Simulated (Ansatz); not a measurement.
This script drives the Ansatz DFT code, driven from Python.

`adiabatic_ccl2.py`
```python
'''Vertical and adiabatic ionisation of CCl2.'''

import itertools

import ansatz
from ase import Atoms
from ase.data import atomic_numbers, covalent_radii
import numpy as np

BASIS_SET = 'def2-SVP'
FUNCTIONAL = 'pbe0'
VDW = 'd4'
CHARGE = 1


def main() -> None:
    atoms = Atoms(['Cl', 'C', 'Cl'], positions=[
        (1.28063, -0.44979, 0.65552),
        (-0.16923, -0.42757, -0.1387),
        (-1.1114, 0.87736, -0.51682),
    ])
    molecule = ansatz.Crystal.molecule_from_ase(atoms)

    setup = (
        molecule.calculation()
        .basis(gaussian=BASIS_SET)
        .functional(FUNCTIONAL, dispersion=VDW)
    )
    symbols = [site.symbol for site in molecule.cartesian_sites]
    start = np.array([site.position_ang for site in molecule.cartesian_sites], dtype=float)
    r = setup.relax(force_tolerance=0.01).run(threads=1, backend='cpu').report
    end = np.array(r['positions_ang'])

    minimum = ansatz.Crystal.molecule()
    for symbol, place in zip(symbols, end):
        minimum = minimum.atom(symbol, place.tolist())
    ion = (
        minimum.calculation()
        .basis(gaussian=BASIS_SET)
        .functional(FUNCTIONAL, dispersion=VDW)
        .charge(CHARGE)
        .spin('collinear', total=1)
    )
    vertical = ion.run(threads=1, backend='cpu').report
    settled = ion.relax(force_tolerance=0.01, max_steps=80).run(threads=1, backend='cpu').report
    print(f'vertical ionisation energy   {vertical["free_energy_ev"] - r["free_energy_ev"]:.3f} eV')
    print(f'adiabatic, no zero point     {settled["free_energy_ev"] - r["free_energy_ev"]:.3f} eV')
    print(f'relaxation energy of the ion {vertical["free_energy_ev"] - settled["free_energy_ev"]:.3f} eV')
    ionised = np.array(settled['positions_ang'])
    # pairs closer than 1.2 times the sum of covalent radii, before or after
    radius = [covalent_radii[atomic_numbers[s]] for s in symbols]
    span = lambda where, i, j: np.linalg.norm(where[i] - where[j])
    bonded = [(i, j) for i, j in itertools.combinations(range(len(symbols)), 2) if min(span(end, i, j), span(ionised, i, j)) < 1.2 * (radius[i] + radius[j])]
    print('pair        before    after (A)')
    for i, j in bonded:
        print(f'{symbols[i]}{i}-{symbols[j]}{j}'.ljust(10), f'{span(end, i, j):8.4f} {span(ionised, i, j):8.4f}')


if __name__ == '__main__':
    main()
```

It is started by `python adiabatic_ccl2.py`. Estimate its wall time and peak memory on 1 thread of Arm Neoverse V2, with other jobs on the host.

It took about 16 s, with a peak of 0.2 GiB, for 3 runs of the engine.

Running `python adiabatic_ccl2.py` prints:
```text
vertical ionisation energy   9.903 eV
adiabatic, no zero point     8.937 eV
relaxation energy of the ion 0.966 eV
pair        before    after (A)
Cl0-C1       1.7186   1.5909
C1-Cl2       1.7186   1.5909
```

The energies are electronic: no zero-point or thermal terms, and the basis set is short of its limit. The product may relax into another structure. The relaxation finds the nearest minimum, so the adiabatic value is an upper bound.
